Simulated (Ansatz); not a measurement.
For tetradymite Bi2Te3, rVV10 (Ansatz, a first-principles code, plane waves, PAW) gives:

```
Property                       Result
---------------------  --------------
lattice parameter a           4.491 Å
lattice parameter c          31.051 Å
bulk modulus B0              32.8 GPa
cohesive energy          3.17 eV/atom
band gap                      0.23 eV
enthalpy of formation  -0.229 eV/atom
```

**Question.** What does r²SCAN+rVV10 (PAW; Ansatz) give for the same quantities?

**Answer.** 
- lattice constant a: 4.394 Å (decreases by 2.2 %)
- lattice parameter c: 31.383 Å (increases by 1.1 %)
- bulk modulus: 27.4 GPa (drops by 16 %)
- cohesive energy: 2.79 eV/atom (shrinks by 0.38 eV/atom)
- band gap: 0.68 eV (goes up by 0.45 eV)
- formation enthalpy: -0.271 eV/atom (moves by -0.042 eV/atom)

For comparison: lattice constant a 4.386 Å (measured, temperature not stated, not corrected to a static lattice; as tabulated in Luo et al. (2012), arXiv:1308.1523); lattice parameter c 30.497 Å (measured, temperature not stated, not corrected to a static lattice; as tabulated in Luo et al. (2012), arXiv:1308.1523); bulk modulus 37 GPa (measured, temperature not stated, not corrected to a static lattice, our sources range from 32.5 to 39.5; as tabulated in Toher et al. (2017), arXiv:1611.05714); formation enthalpy -0.163 ± 0.004 eV/atom (measured, 298 K, copied from a table, unchecked, no zero-point or thermal correction; as tabulated in Wang et al. (2021), doi:10.1038/s41598-021-94550-5).

Changes are worked out from the printed values.

Unless a cell is named, each level is at its own relaxed cell (rVV10 36.16, r²SCAN+rVV10 34.99 Å³/atom).

Levels without +SOC leave out spin–orbit coupling, which shifts energies and cells of such heavy elements.

Spin–orbit coupling is included only where a level's name says +SOC; with heavier elements it mostly lowers gaps and can invert bands. Density-functional gaps are differences of (generalised) Kohn–Sham levels.

Ansatz's density-functional and Hartree–Fock values are scalar-relativistic unless marked +SOC, with PAW data made under PBE.
